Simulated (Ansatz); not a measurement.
Ansatz (a program for electronic structure) input (B2PLYP/def2-TZVPD):

Ansatz 0.2 input:
```yaml
crystal:
  periodic: [false, false, false]
  atoms:
    - {symbol: O, position_ang: [0.06503772, -0.68601455, 0.05727429]}
    - {symbol: C, position_ang: [-0.03288225, 0.83440006, 0.03073175]}
    - {symbol: C, position_ang: [1.42147281, -1.28712423, -0.01533926]}
    - {symbol: C, position_ang: [-1.48368758, 1.21030101, 0.00174931]}
    - {symbol: H, position_ang: [0.47728944, 1.12131012, 0.94601548]}
    - {symbol: H, position_ang: [0.52928146, 1.15356487, -0.84533226]}
    - {symbol: H, position_ang: [1.27766083, -2.36044626, 0.05765461]}
    - {symbol: H, position_ang: [1.89028205, -0.99298470, -0.95099819]}
    - {symbol: H, position_ang: [1.95495536, -0.90470467, 0.84810251]}
    - {symbol: H, position_ang: [-1.97704985, 0.87309367, -0.91220944]}
    - {symbol: H, position_ang: [-2.01557038, 0.83306845, 0.87432017]}
    - {symbol: H, position_ang: [-1.54411666, 2.30045640, 0.01467203]}
    - {symbol: H, position_ang: [-0.54245191, -1.08070251, -0.59326989]}
basis:
  gaussian:
    orbitals: def2-TZVPD
hamiltonian:
  xc: {name: B2PLYP}
total_charge: 1
magnetization: {spin_polarized: false}
correlation: {electrons: outside_noble_gas}
```

End of the output:

```
integrals: 0.50 GiB planned
1647 factors; integrals over basis functions are off by at most 8.5e-4 eV
mean field: 1.36 GiB planned
mean field evaluation 1: about -5279.1006 eV, gradient 6.4e1 eV
mean field evaluation 2: about -5279.3337 eV, gradient 6.4e1 eV
mean field evaluation 4: about -5287.6886 eV, gradient 8.3e0 eV
mean field evaluation 8: about -5287.8006 eV, gradient 3.4e-1 eV
mean field evaluation 16: about -5287.8009 eV, gradient 8.0e-5 eV
mean field -5287.80085055 eV, -194.3230970577 hartree, gradient 3.6e-6 eV, S^2 0.000000; 0 other end points of the search recorded, 0 dependent functions left out
4 core orbitals not correlated
reference -5287.80100881 eV, -194.3231028734 hartree; 13, 13 occupied and 215, 215 virtual orbitals, 1647 factors
second order -24.29067194 eV of doubles, -0.00000000 eV of singles
Total energy: -5294.35949023 eV, -194.5641226202 hartree
```

It need not be the lowest isomer of its formula.
